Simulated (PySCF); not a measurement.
Compound: H2O.
InChI=1S/H2O/h1H2

The calculation used PBE0-D3(BJ)/def2-SVP geometry optimisation, gas phase in PySCF.

Take the most abundant isotopes and a rigid rotor. 

Problem. What are A, B and C (MHz)?

Solution. Ia = 0.64, Ib = 1.15, Ic = 1.79 u·Å²; 505379 MHz·u·Å²/I gives A = 789483, B = 440592, C = 282779 MHz.

Problem. What kind of rotor is it?

Solution. An asymmetric top. Ray's parameter κ = (2B − A − C)/(A − C) = -0.377; −1 is the prolate and +1 the oblate limit.

Problem. Predict some low-J microwave lines.

Solution. The dipole components are |μa| = 0.00 D, |μb| = 2.03 D, |μc| = 0.00 D; the symmetry axis of this C2v structure is b, so μa and μc vanish by symmetry and there are no a-type or c-type lines. Some lines, for components of 0.1 D or more:

```
type  branch         J(Ka,Kc)      MHz  lower level (cm⁻¹)
   b       Q  2(1,1) ← 2(0,2)   707118              70.966
   b       Q  4(2,2) ← 4(1,3)  1110867             277.165
   b       R  4(2,2) ← 3(3,1)  1205845             273.997
   b       R  3(1,2) ← 2(2,1)  1328824             129.466
   b       Q  4(1,3) ← 4(0,4)  1585492             224.279
   b       Q  3(2,2) ← 3(1,3)  1780656             142.457
   b       Q  3(3,1) ← 3(2,2)  2162812             201.854
   b       Q  4(3,2) ← 4(2,3)  2263889             297.244
   b       R  4(1,4) ← 3(0,3)  2636941             138.240
   b       R  2(2,1) ← 1(1,0)  2651228              41.031
   b       R  2(2,0) ← 1(1,1)  2851642              35.767
   b       Q  4(4,0) ← 4(3,1)  2888040             374.434
   b       Q  4(4,1) ← 4(3,2)  2937151             372.760
   b       R  3(3,1) ← 2(2,0)  4290325             130.887
   b       R  3(3,0) ← 2(2,1)  4340437             129.466
   b       R  4(3,2) ← 3(2,1)  4927749             208.388
```

Problem. Estimate the classical rotational partition function at 298.15 K.

Solution. Point group C2v, symmetry number σ = 2; q = (√π/σ)·√((kT/h)³/(ABC)), k/h = 20836.6 MHz/K: 43.8 at 298.15 K.

No frequency check. These are rigid-rotor constants of the computed structure; measured ground-state constants (B0) also hold zero-point vibration.
